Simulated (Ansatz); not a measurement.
# C₃H₆N₂O: one species, many methods

The task here is to estimate one member of a computed series from the others.

Method: functionals in def2-TZVPP, the program's frozen cores in correlated methods; program: Ansatz 0.2.0, Gaussian basis.

Levels to be run: PBE-D4, r2SCAN-D4, PBE0-D4, B3LYP-D4, ωB97X-V, ωB97M-V, B2PLYP; CCSD(T)/def2-TZVPP; MP2/def2-QZVPP; extrapolation to the limit.

### The relaxed structure

An earlier PBE0-D4 in a triple-zeta def2 set relaxation fixed the geometry.

SMILES `N/C=C(\N)C=O`, 12 atoms, charge 0, spin multiplicity 1.

Atoms are counted from 1 here; the program's logs count them from 0.

Bond lengths: N1–C2 1.337 Å, N1–H7 1.007 Å, N1–H8 1.001 Å, C2–C3 1.357 Å, C2–H9 1.085 Å, C3–N4 1.428 Å, C3–C5 1.448 Å, N4–H10 1.012 Å, N4–H11 1.012 Å, C5–O6 1.215 Å, C5–H12 1.116 Å. Angles: C2–N1–H7 117.7°, C2–N1–H8 122.0°, H7–N1–H8 120.1°, N1–C2–C3 123.9°, N1–C2–H9 117.7°, C3–C2–H9 118.4°, C2–C3–N4 118.3°, C2–C3–C5 119.4°, N4–C3–C5 122.2°, C3–N4–H10 112.3°, C3–N4–H11 112.4°, H10–N4–H11 107.7°, C3–C5–O6 126.6°, C3–C5–H12 113.3°, O6–C5–H12 120.1°.

Set-up of the first run:

Input file in.yaml:

```yaml
crystal:
  periodic: [false, false, false]
  atoms:
    - {symbol: N, position_ang: [-1.298461, -1.492350, 0.046561]}
    - {symbol: C, position_ang: [-0.936073, -0.243462, 0.359150]}
    - {symbol: C, position_ang: [0.253808, 0.308725, 0.011773]}
    - {symbol: N, position_ang: [1.174369, -0.482281, -0.740286]}
    - {symbol: C, position_ang: [0.549503, 1.669769, 0.407427]}
    - {symbol: O, position_ang: [-0.173056, 2.412244, 1.041351]}
    - {symbol: H, position_ang: [-0.660388, -2.039385, -0.508865]}
    - {symbol: H, position_ang: [-2.202007, -1.855350, 0.277805]}
    - {symbol: H, position_ang: [-1.635968, 0.356916, 0.930489]}
    - {symbol: H, position_ang: [1.417662, -0.053167, -1.623956]}
    - {symbol: H, position_ang: [2.034512, -0.656875, -0.235959]}
    - {symbol: H, position_ang: [1.552999, 2.020218, 0.068611]}
basis:
  gaussian: {orbitals: def2-TZVPP}
hamiltonian: {xc: pbe, dispersion: d4}
output: {forces: true, orbitals: {seedname: orbitals}}
```

On the command line:

```console
> ansatz run in.yaml --threads 4 --pin off --events-out ev --progress --plain --max-ram 10444MiB
```

Steps of the session up to this table: PBE-D4 (GGA); r2SCAN-D4 (meta-GGA); PBE0-D4 (hybrid); B3LYP-D4 (hybrid); ωB97X-V (range-separated); ωB97M-V (range-separated); B2PLYP (double hybrid); CCSD(T) in def2-TZVPP; MP2 in def2-QZVPP.

One table of the session follows, with a row left open; its other results are not shown here.

```
            method  atomisation energy (kcal/mol)
            PBE-D4                         1228.1
         r2SCAN-D4                         1179.7
           PBE0-D4                         1189.0
          B3LYP-D4                         1183.8
           ωB97X-V                         1179.8
           ωB97M-V                              ?
            B2PLYP                         1167.7
     HF/def2-TZVPP                          790.4
    MP2/def2-TZVPP                         1165.0
   CCSD/def2-TZVPP                         1111.1
CCSD(T)/def2-TZVPP                         1135.5
           MP2/CBS                         1201.3
       CCSD(T)/CBS                         1171.8
```

Estimate the missing values for ωB97M-V.

As computed: atomisation energy (kcal/mol): 1182.1. In the column «atomisation energy (kcal/mol)» it lies between ωB97X-V (1179.8) and B3LYP-D4 (1183.8).
